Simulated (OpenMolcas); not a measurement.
# N2H4 (hydrazine): entropy by statistical mechanics

A singlet with charge 0, relaxed at HF/cc-pVTZ (OpenMolcas 26.06):

```xyz
6

N    -0.1342   -0.7000    0.1907
N     0.4418    0.5838    0.0909
H    -1.0625   -0.7309   -0.1761
H     0.4310   -1.3402   -0.3211
H     0.1056    1.0921   -0.7000
H     0.2183    1.0950    0.9156
```

Harmonic wavenumbers in cm⁻¹: 469, 941, 1067, 1209, 1410, 1444, 1815, 1830, 3703, 3712, 3805, 3811.

Masses in u: N 14.007, H 1.008. Take T = 298.15 K, p = 1 bar, R = 8.3145 J/(mol K), kT/hc = 207.22 cm⁻¹, rigid rotor and harmonic oscillator.

Compute the standard molar entropy.


1. Translation (Sackur–Tetrode): S = R[3/2 ln M + 5/2 ln T − 1.1517] with M = 32.046 gives 152.1 J/(mol K).
2. Rotation: principal moments 3.353, 20.185, 20.220 u Å² give A, B, C = 5.027, 0.8352, 0.8337 cm⁻¹; the symmetry number is σ = 2; q = (√π/σ)√((kT/hc)³/ABC) = 1413; S = R(ln q + 3/2) = 72.8.
3. Vibration: with u = ν̃/207.22, each mode gives R[u/(eᵘ − 1) − ln(1 − e⁻ᵘ)]; the sum is 4.2, most from 469 cm⁻¹ (3.1), 941 cm⁻¹ (0.5), 1067 cm⁻¹ (0.3).
4. Spin and the two mirror images of this shape: R ln 2 = 5.8.
5. Sum: 152.1 + 72.8 + 4.2 + 5.8 = 234.9 J/(mol K).

No measured value is set beside it here.
